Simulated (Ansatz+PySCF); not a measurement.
The numbers below are computed, except where a source is named.
Input for Ansatz (development build ahead of 0.2.0):

```yaml
crystal:
  periodic: [false, false, false]
  atoms:
    - { symbol: C, position_ang: [-1.13001, -0.86995, -5.0e-05] }
    - { symbol: C, position_ang: [-0.08642, 0.12152, -0.0003] }
    - { symbol: C, position_ang: [1.35834, -0.35363, -0.00013] }
    - { symbol: H, position_ang: [-2.15917, -0.53357, 0.00115] }
    - { symbol: H, position_ang: [-0.91897, -1.93315, -0.00053] }
    - { symbol: O, position_ang: [-0.3627, 1.30216, -2.0e-05] }
    - { symbol: H, position_ang: [2.02074, 0.51057, -0.01441] }
    - { symbol: H, position_ang: [1.56716, -0.95569, 0.88953] }
    - { symbol: H, position_ang: [1.56114, -0.98185, -0.87274] }
basis:
  gaussian: { orbitals: cc-pVTZ }
magnetization:
  spin_polarized: true
  initial_magnetization: 1
hamiltonian:
  xc: hf
correlation:
  method: mp2
  frozen_orbitals: { C: 1, H: 0, O: 1 }
output:
  forces: true
```

The input is written out in the form of the current development build from the run's settings.

The run gave:

```json
{
  "Converged": "yes",
  "Reference energy": "-191.41369 hartree",
  "Correlation energy": "-0.68890 hartree",
  "Total energy": "-192.10259 hartree",
  "Spin squared of the determinant": "0.873",
  "Stability test": "minimum"
}
```

Forces (eV/Å):
| atom | Fx | Fy | Fz |
| --- | --- | --- | --- |
| C1 | -0.622 | -0.872 | 0.002 |
| C2 | 0.487 | 1.926 | 0.001 |
| C3 | 0.007 | -0.065 | -0.002 |
| H4 | 0.215 | -0.006 | 0.000 |
| H5 | -0.002 | 0.191 | 0.000 |
| O6 | 0.315 | -1.216 | 0.000 |
| H7 | -0.170 | -0.097 | 0.003 |
| H8 | -0.117 | 0.069 | -0.121 |
| H9 | -0.114 | 0.071 | 0.119 |

Caution: the unrestricted determinant is spin contaminated; forces differ strongly between restricted and unrestricted references.
